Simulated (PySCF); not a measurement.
## Protonation sites of allene

Molecule: allene, `C=C=C` (C3H4). Atom numbers as in the mapped SMILES `[CH2:1]=[C:2]=[CH2:3]`.

Level of theory: ωB97X-D3(BJ)/def2-TZVP single points in PySCF, grid level 2; every species was optimised with PBE0-D3(BJ)/def2-SVP. Zero-point and thermal terms (298.15 K, 1 bar) come from unscaled PBE0-D3(BJ)/def2-SVP harmonic frequencies, with soft modes damped to free rotors in the entropy.

| site | product | PA / kcal/mol | GB / kcal/mol | gas share | above best in DMSO / kcal/mol | above best in toluene / kcal/mol |
| --- | --- | --- | --- | --- | --- | --- |
| C2 (alkene carbon) | `C=C[CH2+]` | 187.6 | 180.5 | > 99.9 % | 0.00 | 0.00 |
| C1 (alkene carbon) | `C=[C+]C` | 181.4 | 175.6 | < 0.1 % | 4.69 | 4.90 |

PA is −ΔH and GB is −ΔG of B + H⁺ → BH⁺ in the gas phase. Shares are Boltzmann weights among the listed products; an error of 10 kJ/mol changes a ratio about 56-fold. Sites whose products fell apart, merged with another or lost in a GFN2-xTB screen aren't listed. Values in solvent are IEF-PCM free energies relative to the most favourable product.

Among these, C2 (alkene carbon) wins by 4.9 kcal/mol in gas-phase free energy over C1.

In DMSO the product from C2 is solvated 60.7 kcal/mol more strongly than the parent (electrostatics only).

In toluene the product from C2 is solvated 36.2 kcal/mol more strongly than the parent (electrostatics only).

Measured values (NIST Chemistry WebBook, evaluated or the median of agreeing entries): proton affinity (−ΔH) 775 kJ/mol (computed 785, difference 9); gas-phase basicity (−ΔG) 746 kJ/mol (computed 755, difference 10). These are compared with the most favourable site that keeps the skeleton.

Differences come from unrounded values, so a last digit can differ from that of the printed terms.
